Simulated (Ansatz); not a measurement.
# BSiO (doublet): from Hartree-Fock to the top rungs at a displaced geometry (v1), cc-pVDZ

Aim: climb from Hartree-Fock through coupled cluster for BSiO (doublet) at one geometry and basis, and see what each rung misses.

Program: Ansatz 0.2.0, Gaussian basis. Level of theory: cc-pVDZ, core rule «outside noble gas», up to 7 orbitals frozen. These are calculated values, not measurements.

Plan: UHF; CCSD(T) on ROHF; CCSD(T) on UHF; BCCD(T) on ROHF; CISD; CCSDT(Q) on ROHF; CCSDT(Q) on UHF.

29 further runs of the same task are left out: 6 for a known fault of the program, 8 that didn't finish, 15 set aside as unsound or not needed.

### Step 1. What is computed

The geometry is a PBE0/def2-TZVP stationary point (not a proven minimum) with its atoms shifted at random (size 0.040 Å).

3 atoms, charge 0, spin multiplicity 2.

Atoms are counted from 1 here; the program's logs count them from 0.

Bond lengths: B1–O2 1.281 Å, O2–Si3 1.639 Å. Angles: B1–O2–Si3 176.7°.

In the tables R marks a restricted open-shell determinant and U an unrestricted one; energies count from the table's Hartree-Fock row.

### Step 2. UHF

in.yaml

```yaml
crystal:
  periodic: [false, false, false]
  atoms:
    - {symbol: B, position_ang: [-0.015433, -0.009008, -1.399760]}
    - {symbol: O, position_ang: [-0.016266, -0.025151, -0.118713]}
    - {symbol: Si, position_ang: [0.031698, 0.034159, 1.518473]}
basis:
  gaussian: {orbitals: cc-pVDZ}
magnetization: {spin_polarized: true, initial_magnetization: 1}
hamiltonian: {xc: hf}
output: {orbitals: {seedname: orbitals}}
```

Launch:

```sh
> ansatz run in.yaml --threads 1 --pin off --events-out ev --progress --plain --max-ram 2393MiB
```

Standard output:

```text
Functional definition: HF
  name "HF"
  cite "Fock, Z. Phys. 61, 126 (1930) doi:10.1007/BF01340294"
  parent pbe
  exchange = exact_x
  correlation = 0
445 factors; integrals over basis functions are off by at most 7.5e-4 eV
mean field evaluation 1: about -10567.9292 eV, gradient 2.1e1 eV
mean field evaluation 2: about -10567.9831 eV, gradient 2.1e1 eV
mean field evaluation 4: about -10569.8875 eV, gradient 1.9e0 eV
mean field evaluation 8: about -10569.9446 eV, gradient 2.4e-1 eV
mean field evaluation 16: about -10569.9461 eV, gradient 3.0e-5 eV
mean field evaluation 32: about -10569.9461 eV, gradient 9.9e-6 eV
mean field evaluation 64: about -10569.9463 eV, gradient 1.9e-3 eV
mean field evaluation 96: about -10569.9462 eV, gradient 2.1e-4 eV
mean field evaluation 128: about -10569.9390 eV, gradient 1.5e-1 eV
mean field evaluation 160: about -10563.4895 eV, gradient 9.8e0 eV
mean field evaluation 192: about -10563.7634 eV, gradient 9.3e0 eV
mean field evaluation 224: about -10569.9462 eV, gradient 3.8e-3 eV
mean field evaluation 256: about -10569.9461 eV, gradient 1.6e-4 eV
mean field -10569.94628437 eV, -388.4383613838 hartree, gradient 2.3e-6 eV, S^2 0.769901; 3 other end points of the search recorded, 0 dependent functions left out
reference -10569.94628437 eV, -388.4383613838 hartree; 14, 13 occupied and 32, 33 virtual orbitals, 445 factors
Total energy: -10569.94628437 eV, -388.4383613838 hartree
```

Run time: 2.3 s. Hardware: 1 thread of Arm Neoverse V2, shared host.

From the report: ⟨S²⟩ of the determinant 0.770 (pure doublet: 0.75).

### Step 3. CCSD(T) on ROHF

in.yaml: that of step 2 with these lines changed.

```diff
@@ -8,4 +8,4 @@
   gaussian: {orbitals: cc-pVDZ}
-magnetization: {spin_polarized: true, initial_magnetization: 1}
-hamiltonian: {xc: hf}
-output: {orbitals: {seedname: orbitals}}
+magnetization: {spin_polarized: false, initial_magnetization: 1}
+correlation: {method: ccsd_t, electrons: outside_noble_gas}
+output: {forces: true}
```

Launched as before.

Standard output (excerpt; [...] marks lines left out):

```text
Functional definition: HF
  name "HF"
  cite "Fock, Z. Phys. 61, 126 (1930) doi:10.1007/BF01340294"
  parent pbe
[...]
445 factors; integrals over basis functions are off by at most 7.5e-4 eV
[...]
mean field -10569.82375742 eV, -388.4338586013 hartree, gradient 1.3e-10 eV, S^2 0.750000; 7 other end points of the search recorded, 0 dependent functions left out
[...]
determinant -10569.82375742 eV, -388.4338586013 hartree, with singles and doubles -10578.75110390 eV, -388.7619325332 hartree
determinant -10569.82357511 eV, -388.4338519014 hartree, with singles and doubles -10578.75113318 eV, -388.7619336093 hartree
determinant -10569.82375742 eV, -388.4338586013 hartree, with singles and doubles -10578.75083532 eV, -388.7619226633 hartree
determinant -10569.82357511 eV, -388.4338519014 hartree, with singles and doubles -10578.75086350 eV, -388.7619236988 hartree
[...]
7 core orbitals not correlated: weight in the atoms' cores, before any rotation towards them, 1.000 or more for the frozen orbitals, at most 0.000 for the correlated occupied ones
reference -10569.82375742 eV, -388.4338586013 hartree; 7, 6 occupied and 32, 33 virtual orbitals, 445 factors
second order -8.04468077 eV of doubles, -0.06511328 eV of singles
cycle   1  -8.92707275 eV  change    5.2e-6 eV  update   3.4e-6
[...]
cycle   6  -8.92706940 eV  change  -2.4e-10 eV  update   1.0e-9
perturbative correction -0.27309676 eV, -0.0100361207 hartree
[...]
Total energy: -10579.02392358 eV, -388.7719584715 hartree
Atom 0 at    -0.015433    -0.009008    -1.399760 Å, force    -0.006297     0.013162    -2.030077 eV/Å
Atom 1 at    -0.016266    -0.025151    -0.118713 Å, force    -0.075817    -0.112352    -0.976220 eV/Å
Atom 2 at     0.031698     0.034159     1.518473 Å, force     0.082114     0.099190     3.006297 eV/Å
Dipole moment:     0.008060     0.005918     0.625877 e Å
```

It took 8.5 s on 1 thread of Arm Neoverse V2, shared host.

From the report: correlation -9.2002 eV; T1 0.022; largest double amplitude 0.11.

### Step 4. CCSD(T) on UHF

in.yaml: that of step 3 with these lines changed.

```diff
@@ -8,3 +8,3 @@
   gaussian: {orbitals: cc-pVDZ}
-magnetization: {spin_polarized: false, initial_magnetization: 1}
+magnetization: {spin_polarized: true, initial_magnetization: 1}
 correlation: {method: ccsd_t, electrons: outside_noble_gas}
```

The command is unchanged.

Standard output (excerpt; [...] marks lines left out):

```text
Functional definition: HF
  name "HF"
  cite "Fock, Z. Phys. 61, 126 (1930) doi:10.1007/BF01340294"
  parent pbe
[...]
445 factors; integrals over basis functions are off by at most 7.5e-4 eV
[...]
mean field -10569.94628437 eV, -388.4383613838 hartree, gradient 3.2e-11 eV, S^2 0.769901; 16 other end points of the search recorded, 0 dependent functions left out
determinant -10569.94628437 eV, -388.4383613838 hartree, with singles and doubles -10578.75382753 eV, -388.7620326250 hartree
determinant -10569.94609027 eV, -388.4383542507 hartree, with singles and doubles -10578.75385608 eV, -388.7620336740 hartree
determinant -10567.58938743 eV, -388.3517470185 hartree, with singles and doubles -10575.75278560 eV, -388.6517463682 hartree
determinant -10567.58868602 eV, -388.3517212425 hartree, with singles and doubles -10575.75149006 eV, -388.6516987580 hartree
[...]
7 core orbitals not correlated: weight in the atoms' cores, before any rotation towards them, 1.000 or more for the frozen orbitals, at most 0.000 for the correlated occupied ones
reference -10569.94628437 eV, -388.4383613838 hartree; 7, 6 occupied and 32, 33 virtual orbitals, 445 factors
second order -7.97601972 eV of doubles, -0.00000000 eV of singles
cycle   1  -8.80747295 eV  change    6.9e-6 eV  update   3.8e-6
[...]
cycle   6  -8.80746909 eV  change   3.2e-10 eV  update  6.5e-10
perturbative correction -0.27004369 eV, -0.0099239227 hartree
[...]
Total energy: -10579.02379716 eV, -388.7719538256 hartree
Atom 0 at    -0.015433    -0.009008    -1.399760 Å, force    -0.006283     0.013174    -2.029210 eV/Å
Atom 1 at    -0.016266    -0.025151    -0.118713 Å, force    -0.075847    -0.112390    -0.977263 eV/Å
Atom 2 at     0.031698     0.034159     1.518473 Å, force     0.082130     0.099215     3.006473 eV/Å
Dipole moment:     0.008062     0.005921     0.625982 e Å
```

It took 12 s on 1 thread of Arm Neoverse V2, shared host.

From the report: ⟨S²⟩ of the determinant 0.770 (pure doublet: 0.75); correlation -9.0775 eV; T1 0.020; largest double amplitude 0.11.

### Step 5. BCCD(T) on ROHF

in.yaml: that of step 4 with these lines changed.

```diff
@@ -8,4 +8,3 @@
   gaussian: {orbitals: cc-pVDZ}
-magnetization: {spin_polarized: true, initial_magnetization: 1}
-correlation: {method: ccsd_t, electrons: outside_noble_gas}
-output: {forces: true}
+magnetization: {spin_polarized: false, initial_magnetization: 1}
+correlation: {method: bccd_t, electrons: outside_noble_gas}
```

Same command.

Standard output (excerpt; [...] marks lines left out):

```text
Functional definition: HF
  name "HF"
  cite "Fock, Z. Phys. 61, 126 (1930) doi:10.1007/BF01340294"
  parent pbe
[...]
445 factors; integrals over basis functions are off by at most 7.5e-4 eV
[...]
mean field -10569.82375742 eV, -388.4338586013 hartree, gradient 1.3e-10 eV, S^2 0.750000; 7 other end points of the search recorded, 0 dependent functions left out
[...]
determinant -10569.82375742 eV, -388.4338586013 hartree, with singles and doubles -10578.75110390 eV, -388.7619325332 hartree
determinant -10569.82357511 eV, -388.4338519014 hartree, with singles and doubles -10578.75113318 eV, -388.7619336093 hartree
determinant -10569.82375742 eV, -388.4338586013 hartree, with singles and doubles -10578.75083532 eV, -388.7619226633 hartree
determinant -10569.82357511 eV, -388.4338519014 hartree, with singles and doubles -10578.75086350 eV, -388.7619236988 hartree
[...]
7 core orbitals not correlated: weight in the atoms' cores, before any rotation towards them, 1.000 or more for the frozen orbitals, at most 0.000 for the correlated occupied ones
reference -10569.82375742 eV, -388.4338586013 hartree; 7, 6 occupied and 32, 33 virtual orbitals, 445 factors
second order -8.04468077 eV of doubles, -0.06511328 eV of singles
cycle   1  -8.90464281 eV  change    2.2e-2 eV  update   9.8e-3
[...]
cycle   7  -8.90546628 eV  change    9.9e-6 eV  update   1.5e-5
perturbative correction -0.30055834 eV, -0.0110453153 hartree
Total energy: -10579.02978204 eV, -388.7721737660 hartree
```

Wall time 5 s (1 thread of Arm Neoverse V2, shared host).

From the report: correlation -9.2060 eV; largest double amplitude 0.11.

### Step 6. CISD

in.yaml: that of step 5 with these lines changed.

```diff
@@ -9,2 +9,2 @@
 magnetization: {spin_polarized: false, initial_magnetization: 1}
-correlation: {method: bccd_t, electrons: outside_noble_gas}
+correlation: {active_space: {ras: {orbitals: [6, 1, 32], electrons: 13, max_holes: 2, max_particles: 2}, fixed_orbitals: true}}
```

Same command.

Standard output (excerpt; [...] marks lines left out):

```text
Functional definition: HF
  name "HF"
  cite "Fock, Z. Phys. 61, 126 (1930) doi:10.1007/BF01340294"
  parent pbe
[...]
445 factors; integrals over basis functions are off by at most 7.5e-4 eV
[...]
mean field -10569.82375742 eV, -388.4338586013 hartree, gradient 1.3e-10 eV, S^2 0.750000; 6 other end points of the search recorded, 0 dependent functions left out
reference -10569.82375742 eV, -388.4338586013 hartree; 14, 13 occupied and 32, 33 virtual orbitals, 445 factors
state -10577.83903423 eV, -388.7284145910 hartree
Total energy: -10577.83903423 eV, -388.7284145910 hartree
```

Run time: 3.6 s. Hardware: 1 thread of Arm Neoverse V2, shared host.

From the report: 50,096 determinants.

### Step 7. CCSDT(Q) on ROHF

in.yaml: that of step 6 with these lines changed.

```diff
@@ -9,2 +9,2 @@
 magnetization: {spin_polarized: false, initial_magnetization: 1}
-correlation: {active_space: {ras: {orbitals: [6, 1, 32], electrons: 13, max_holes: 2, max_particles: 2}, fixed_orbitals: true}}
+correlation: {method: ccsdt_q, electrons: outside_noble_gas}
```

Same command.

Standard output (excerpt; [...] marks lines left out):

```text
Functional definition: HF
  name "HF"
  cite "Fock, Z. Phys. 61, 126 (1930) doi:10.1007/BF01340294"
  parent pbe
[...]
820 factors; integrals over basis functions are off by at most 1.7e-7 eV
[...]
mean field -10569.82385036 eV, -388.4338620167 hartree, gradient 1.4e-10 eV, S^2 0.750000; 7 other end points of the search recorded, 0 dependent functions left out
[...]
determinant -10569.82385036 eV, -388.4338620167 hartree, with singles and doubles -10578.75121100 eV, -388.7619364690 hartree
determinant -10569.82366816 eV, -388.4338553209 hartree, with singles and doubles -10578.75124140 eV, -388.7619375862 hartree
determinant -10569.82385036 eV, -388.4338620167 hartree, with singles and doubles -10578.75094197 eV, -388.7619265824 hartree
determinant -10569.82366816 eV, -388.4338553209 hartree, with singles and doubles -10578.75097147 eV, -388.7619276666 hartree
[...]
7 core orbitals not correlated: weight in the atoms' cores, before any rotation towards them, 1.000 or more for the frozen orbitals, at most 0.000 for the correlated occupied ones
reference -10569.82385036 eV, -388.4338620167 hartree; 7, 6 occupied and 32, 33 virtual orbitals, 820 factors
second order -8.04470693 eV of doubles, -0.06511358 eV of singles
cycle   1  -8.44507687 eV  change   -3.3e-1 eV  update   1.1e-1
[...]
cycle  19  -9.22193597 eV  change    1.2e-6 eV  update   6.6e-7
perturbative correction -0.02472598 eV, -0.0009086630 hartree
Total energy: -10579.07051230 eV, -388.7736705756 hartree
```

Run time: 38 s. Hardware: 1 thread of Arm Neoverse V2, shared host; peak memory 0.6 GiB.

From the report: correlation -9.2467 eV; T1 0.022; largest double amplitude 0.11.

### Step 8. CCSDT(Q) on UHF

in.yaml: that of step 7 with these lines changed.

```diff
@@ -8,3 +8,3 @@
   gaussian: {orbitals: cc-pVDZ}
-magnetization: {spin_polarized: false, initial_magnetization: 1}
+magnetization: {spin_polarized: true, initial_magnetization: 1}
 correlation: {method: ccsdt_q, electrons: outside_noble_gas}
```

Same command.

Standard output (excerpt; [...] marks lines left out):

```text
Functional definition: HF
  name "HF"
  cite "Fock, Z. Phys. 61, 126 (1930) doi:10.1007/BF01340294"
  parent pbe
[...]
820 factors; integrals over basis functions are off by at most 1.7e-7 eV
[...]
mean field -10569.94637862 eV, -388.4383648474 hartree, gradient 1.4e-10 eV, S^2 0.769901; 16 other end points of the search recorded, 0 dependent functions left out
determinant -10569.94637862 eV, -388.4383648474 hartree, with singles and doubles -10578.75393515 eV, -388.7620365798 hartree
determinant -10569.94618463 eV, -388.4383577185 hartree, with singles and doubles -10578.75396450 eV, -388.7620376586 hartree
determinant -10567.58951152 eV, -388.3517515791 hartree, with singles and doubles -10575.75292503 eV, -388.6517514922 hartree
determinant -10567.58881015 eV, -388.3517258041 hartree, with singles and doubles -10575.75162149 eV, -388.6517035880 hartree
[...]
determinant -10566.81866016 eV, -388.3234233141 hartree, with singles and doubles -10575.52991823 eV, -388.6435561433 hartree
determinant -10569.94637862 eV, -388.4383648474 hartree, with singles and doubles -10578.75387204 eV, -388.7620342604 hartree
determinant -10569.94618463 eV, -388.4383577185 hartree, with singles and doubles -10578.75390049 eV, -388.7620353061 hartree
7 core orbitals not correlated: weight in the atoms' cores, before any rotation towards them, 1.000 or more for the frozen orbitals, at most 0.000 for the correlated occupied ones
reference -10569.94637862 eV, -388.4383648474 hartree; 7, 6 occupied and 32, 33 virtual orbitals, 820 factors
second order -7.97604427 eV of doubles, -0.00000000 eV of singles
cycle   1  -8.30178376 eV  change   -3.3e-1 eV  update   1.1e-1
[...]
cycle  19  -9.09956208 eV  change    1.6e-6 eV  update   7.3e-7
perturbative correction -0.02742756 eV, -0.0010079444 hartree
Total energy: -10579.07336827 eV, -388.7737755303 hartree
```

It took 37 s on 1 thread of Arm Neoverse V2, shared host; peak memory 0.46 GiB.

From the report: ⟨S²⟩ of the determinant 0.770 (pure doublet: 0.75); correlation -9.1270 eV; T1 0.021; largest double amplitude 0.11.

### Step 9. Misses and costs

The yardstick is UCCSDT(Q), where the cluster series has nearly closed. Rows without a time come out of other runs: HF, MP2 and CCSD of CCSD(T), CCSDT of CCSDT(Q). The times of RCCSD(T), UCCSD(T) include forces.

Differences are taken before rounding.

```
   method  energy from the lowest RHF (kcal/mol)  from UCCSDT(Q) (kcal/mol)   time
      RHF                                   0.00                    +213.30       
      UHF                                  -2.83                    +210.48       
     RMP2                                -187.02                     +26.28       
     UMP2                                -186.76                     +26.54       
     CISD                                -184.84                     +28.46  3.6 s
    RCCSD                                -205.86                      +7.44       
    UCCSD                                -205.93                      +7.37       
 RCCSD(T)                                -212.16                      +1.14  8.5 s
 UCCSD(T)                                -212.16                      +1.14   12 s
  BCCD(T)                                -212.30                      +1.01    5 s
   RCCSDT                                -212.67                      +0.64       
   UCCSDT                                -212.67                      +0.63       
RCCSDT(Q)                                -213.24                      +0.07   38 s
UCCSDT(Q)                                -213.30                          0   37 s
```

Among the levels timed on like hardware and quicker than the yardstick, those that no quicker one beats, quickest first: CISD (3.6 s, +28.46 kcal/mol); BCCD(T) (5 s, +1.01 kcal/mol).

### Step 10. Results

```
                         quantity                      value
   UCCSDT(Q) below the RHF energy                 -9.2496 eV
              RMP2 from UCCSDT(Q)            +26.28 kcal/mol
              UMP2 from UCCSDT(Q)            +26.54 kcal/mol
             RCCSD from UCCSDT(Q)             +7.44 kcal/mol
          RCCSD(T) from UCCSDT(Q)             +1.14 kcal/mol
          UCCSD(T) from UCCSDT(Q)             +1.14 kcal/mol
         RCCSDT(Q) from UCCSDT(Q)             +0.07 kcal/mol
levels within 1 kcal/mol (43 meV)  RCCSDT, UCCSDT, RCCSDT(Q)
                    T1 diagnostic                      0.022
```

**Reading.** RCCSD(T) lands +1.14 kcal/mol from the yardstick (0.5 % of the correlation energy). These misses are within one basis, not against nature; the frozen cores of restricted and unrestricted runs differ, which can shift their rows.

BCCD(T) reaches 1.01 kcal/mol from the reference in 5 s, where UCCSDT(Q) took 37 s; the quickest level in the cost chart, CISD, takes 3.6 s and misses by 28.46 kcal/mol.
